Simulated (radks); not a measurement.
# O⁴⁺ in [He] 2s2: an all-electron calculation

An exercise on one series of results from a longer session: the logs are not shown, and one member is left open.

The numbers are computed with radks (a radial shooting solver on a logarithmic mesh, Libxc functionals) version 1 (Dirac Kohn-Sham, PBEsol, spin-unpolarised, spherical densities, point nucleus), except any that are marked as measured or tabulated.

**The system**

```
element       : oxygen (Z = 8)
charge        : +4
electrons     : 4
configuration : [He] 2s2
```

The outer shells:

O⁴⁺
```
[He] core
2s [↑↓]
```

The first run:

Input:

```text
Z 8
configuration [He] 2s2 2p0 3s0
relativity Dirac
functional pbe_sol,pbe_sol
spin unpolarised
j_filling energy
nucleus point
c 137.035999084
```

Command:

```console
python run_ks.py task.json out
```

The same process makes all the runs of this session.

Among the steps run: Self-consistent calculation.

One of the session's tables, all rows but one given; the rest of the session is left out.

It belongs to the step «Orbitals and density». From the orbitals of this run (lengths in bohr):

```
level     <r>  outermost maximum (interpolated)  90 % within
1s1/2  0.1990                             0.129        0.356
2s1/2  0.9321                             0.784         1.43
2p1/2       ?                                 ?            ?
2p3/2  0.8552                             0.671         1.39
```

**Question.** Estimate the row for 2p1/2.

As computed: <r>: 0.8544; outermost maximum (interpolated): 0.671; 90 % within: 1.39. In the column «<r>» it lies between 1s1/2 (0.1990) and 2p3/2 (0.8552).
